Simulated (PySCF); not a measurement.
**Working out the ionisation energy of C**

C [He] 2s2 2p2 (3P) → C+ [He] 2s2 2p1 (2P). Computed with PySCF 2.14 in dyall-av2z (11s7p2d, 42 functions), with no relativity, point nucleus. Frozen: 1s2; the 8 highest virtual orbitals dropped. Energies in hartree (1 hartree = 27.21139 eV):

| part | C (lower) | C+ (upper) |
| --- | --- | --- |
| UHF | -37.692285 | -37.295165 |
| CCSD correlation | -0.081560 | -0.071957 |
| (T) | -0.001499 | -0.000847 |

Question: What does Hartree-Fock give?

Answer: (-37.295165) − (-37.692285) = 0.397120 hartree = 10.806 eV.

Question: What do CCSD and CCSD(T) give?

Answer: The CCSD correlation energies differ by 0.009603 hartree = 0.261 eV and the triples by 0.000652 hartree = 0.018 eV, so CCSD gives 11.067 eV and CCSD(T) 11.085 eV.

Measured between the centres of the two terms (NIST): 11.262 eV, so CCSD(T) (valence) is off by -0.177 eV.

A double-zeta basis recovers only part of the correlation energy.

What remains against the reference includes basis incompleteness, the frozen core and higher excitations.
